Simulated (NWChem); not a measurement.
# Polarisability of Li$_{2}$

```
Li
Li 1 2.7871
```
Charge 0, spin multiplicity 1.

The numbers come from NWChem runs, not from measurements. The geometry was optimised at PBE0/def2-SVP, a minimum by its harmonic frequencies.

Basis set: def2-SVPD. Static limit.

The correlated methods freeze no orbitals. B3LYP has NWChem's definition, with VWN1-RPA local correlation. The structure started from a generated list of species. Coupled-cluster values serve here as a point of comparison, not as the truth.

### Question
Order these methods by the isotropic polarisability they give, lowest first: HF, PBE0, B3LYP, CCSD linear response.

### Answer
B3LYP (205.80 bohr³), PBE0 (213.07 bohr³), HF (219.49 bohr³), CCSD linear response (239.75 bohr³)
